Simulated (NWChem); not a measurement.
System: C₂H, doublet; SMILES [C]#C

Parts of the log:

```
             Northwest Computational Chemistry Package (NWChem) 7.3.0
             --------------------------------------------------------

 ORDER OF PRIMARY AXIS IS BEING SET TO 4
 C4V symmetry detected

                             Geometry "geometry" -> ""
                             -------------------------

 Output coordinates in angstroms (scale by  1.889725989 to convert to a.u.)

  No.       Tag          Charge          X              Y              Z
 ---- ---------------- ---------- -------------- -------------- --------------
    1 C                    6.0000     0.00000000     0.00000000     0.73550554
    2 C                    6.0000     0.00000000     0.00000000    -0.47666946
    3 H                    1.0000     0.00000000     0.00000000    -1.55301646

 Effective nuclear repulsion energy (a.u.)      20.0531041561

      Symmetry information
      --------------------

 Group name             C4v
 Group number             18
 Group order               8
 No. of unique centers     3

  xc_inp: hfexch multiplicative factor not found.

                                 NWChem DFT Module
                                 -----------------

 Summary of "ao basis" -> "ao basis" (spherical)
 ------------------------------------------------------------------------------
       Tag                 Description            Shells   Functions and Types
 ---------------- ------------------------------  ------  ---------------------
 C                          pcseg-1                  6       14   3s2p1d
 H                          pcseg-1                  3        5   2s1p

      Symmetry analysis of basis
      --------------------------

        a1         15
        a2          0
        b1          2
        b2          2
        e          14

            General Information
            -------------------
          SCF calculation type: DFT
          Wavefunction type:  spin polarized.
          No. of atoms     :     3
          No. of electrons :    13
           Alpha electrons :     7
            Beta electrons :     6
          Charge           :     0
          Spin multiplicity:     2
          Use of symmetry is: on ; symmetry adaption is: on
          Maximum number of iterations: 150
          AO basis - number of functions:    33
                     number of shells:    15
          Convergence on energy requested:  1.00D-06
          Convergence on density requested:  1.00D-05
          Convergence on gradient requested:  5.00D-04

              XC Information
              --------------
                     Hartree-Fock (Exact) Exchange  1.000

      Superposition of Atomic Density Guess
      -------------------------------------

 Sum of atomic energies:         -75.80012396

      Non-variational initial energy
      ------------------------------

 Total energy =     -76.362336
 1-e energy   =    -140.261050
 2-e energy   =      43.845610
 HOMO         =      -0.339919
 LUMO         =       0.075284

   Symmetry analysis of molecular orbitals - initial alpha
   -------------------------------------------------------

 !! scf_movecs_sym_adapt:    4 vectors were symmetry contaminated

  Symmetry fudging

 !! scf_movecs_sym_adapt:    4 vectors were symmetry contaminated

  Numbering of irreducible representations:

     1 a1          2 a2          3 b1          4 b2          5 e

  Orbital symmetries:

     1 a1          2 a1          3 a1          4 a1          5 e
     6 e           7 a1          8 e           9 e          10 a1
    11 a1         12 a1         13 e          14 e          15 e
    16 e          17 a1

   Symmetry analysis of molecular orbitals - initial beta
   ------------------------------------------------------

 !! scf_movecs_sym_adapt:    4 vectors were symmetry contaminated

  Symmetry fudging

 !! scf_movecs_sym_adapt:    4 vectors were symmetry contaminated

  Numbering of irreducible representations:

     1 a1          2 a2          3 b1          4 b2          5 e

  Orbital symmetries:

     1 a1          2 a1          3 a1          4 a1          5 e
     6 e           7 a1          8 e           9 e          10 a1
    11 a1         12 a1         13 e          14 e          15 e
    16 e          17 a1

     ---------------------------------------------
      Total Density - Mulliken Population Analysis
     ---------------------------------------------

    Atom       Charge   Shell Charges
 -----------   ------   -------------------------------------------------------
    1 C    6     5.93   2.00  0.83  0.69  1.58  0.80  0.04
    2 C    6     6.29   2.00  0.82  0.56  1.97  0.91  0.03
    3 H    1     0.78   0.60  0.15  0.02

     --------------------------------------------
      Spin Density - Mulliken Population Analysis
     --------------------------------------------

    Atom       Charge   Shell Charges
 -----------   ------   -------------------------------------------------------
    1 C    6     0.81   0.00  0.09  0.23  0.35  0.13  0.00
    2 C    6     0.12   0.00  0.03 -0.01  0.11 -0.01 -0.00
    3 H    1     0.07   0.04  0.02  0.00

 !! scf_movecs_sym_adapt:    4 vectors were symmetry contaminated

  Symmetry fudging

 !! scf_movecs_sym_adapt:    4 vectors were symmetry contaminated

 !! scf_movecs_sym_adapt:    4 vectors were symmetry contaminated

  Symmetry fudging

 !! scf_movecs_sym_adapt:    2 vectors were symmetry contaminated

   convergence    iter        energy       DeltaE   RMS-Dens  Diis-err
 ---------------- ----- ----------------- --------- --------- ---------
 d= 0,ls=0.0,diis     1    -76.0681770060 -9.61D+01  7.26D-03  5.05D-02
                                                     4.66D-03  2.79D-02

 !! scf_movecs_sym_adapt:    4 vectors were symmetry contaminated

  Symmetry fudging

 !! scf_movecs_sym_adapt:    4 vectors were symmetry contaminated

 !! scf_movecs_sym_adapt:    4 vectors were symmetry contaminated

  Symmetry fudging

[...]
```

Level: UHF/pcseg-1. Geometry: optimised at PBE0/def2-SVP, spin-unrestricted. The determinant is spin-contaminated (<S²> = 1.13). No stability test was run on the SCF state.

**Question.** Write an input that gives this output.

**Answer.** One answer among several that fit: the input that was run:
```
start job
memory heap 200 mb stack 900 mb global 1100 mb
geometry units angstroms noautoz
  C      0.000000     0.000000     0.742560
  C      0.000000     0.000000    -0.469615
  H      0.000000     0.000000    -1.545962
end
basis spherical
  * library pcseg-1
end
dft
  odft
  mult 2
  xc hfexch
  iterations 150
  mulliken
end
task dft energy
```
